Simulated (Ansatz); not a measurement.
Rock-salt MgS

Computed with r²SCAN (plane waves, PAW; Ansatz, an electronic-structure program).

Run with plane-wave cutoff 500 eV, 8×8×1 k mesh (along the axes of the cell as run), gaussian smearing 0.02 eV, scalar-relativistic PAW data made under PBE.

Cell: relaxed at this level.

* **surface energy of the (100) face**: 0.49 J/m²
* **ionisation potential of the slab**: 5.72 eV

The slab of 12 atoms is relaxed and unreconstructed.
